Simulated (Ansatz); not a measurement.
**H3S+ (triplet): wave-function methods side by side, def2-QZVPP**

An exercise on one series of results from a longer session: the logs are not shown, and one member is left open.

The runs use Ansatz 0.2.0, Gaussian basis; def2-QZVPP, core rule «outside noble gas», up to 5 orbitals frozen.

Plan: UHF; ROHF; CCSD(T) on UHF.

2 further runs of the same task are left out: 2 set aside as unsound or not needed.

## What is computed

The geometry is a PBE0/def2-TZVP stationary point (not a proven minimum) of the parent state, kept for this charge and spin.

4 atoms, charge 1, spin multiplicity 3.

Atoms are counted from 1 here; the program's logs count them from 0.

Bond lengths: S1–H2 1.357 Å, S1–H3 1.357 Å, S1–H4 1.357 Å. Angles: H2–S1–H3 94.1°, H2–S1–H4 94.1°, H3–S1–H4 94.1°.

Set-up of the first run:

Input file in.yaml:

```yaml
crystal:
  periodic: [false, false, false]
  atoms:
    - {symbol: S, position_ang: [0.000369, 0.000007, -0.062458]}
    - {symbol: H, position_ang: [1.143423, 0.012160, 0.669098]}
    - {symbol: H, position_ang: [-0.588179, 0.987461, 0.658956]}
    - {symbol: H, position_ang: [-0.566998, -0.999827, 0.658874]}
basis:
  gaussian: {orbitals: "def2-QZVPP.json"}
total_charge: 1
magnetization: {spin_polarized: true, initial_magnetization: 2}
hamiltonian: {xc: hf}
output: {orbitals: {seedname: orbitals}}
```

Launch:

```console
$ ansatz run in.yaml --threads 1 --pin off --events-out ev --progress --plain --max-ram 2393MiB
```

Steps of the session up to this table: UHF; ROHF; CCSD(T) on UHF.

One of the session's tables, all rows but one given; the rest of the session is left out.

It belongs to the step «Misses and costs». 

```
  method  from UCCSD(T) (meV)
    ROHF              +5936.6
     UHF              +5712.9
    UMP2                    ?
   UCCSD               +201.4
UCCSD(T)                    0
```

Estimate the missing values for UMP2.

As computed: from UCCSD(T) (meV): +974.3. In the column «from UCCSD(T) (meV)» it lies between UCCSD (+201.4) and UHF (+5712.9).
